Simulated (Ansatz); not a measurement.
Species: CH₃, SMILES `[CH3]` (charge 0, multiplicity 2).

Question: Give a relaxed geometry from Ansatz (a quantum-chemistry and plane-wave program) with B3LYP-D3(BJ)/def2-TZVP.

Answer: the end point of this relaxation (outside a Z-matrix the atoms follow the SMILES, hydrogens last).
Cartesian coordinates (Å) in one orientation:
```xyz
4

C      0.000     0.000     0.000
H      1.068    -0.155    -0.002
H     -0.669    -0.847     0.002
H     -0.399     1.002     0.000
```
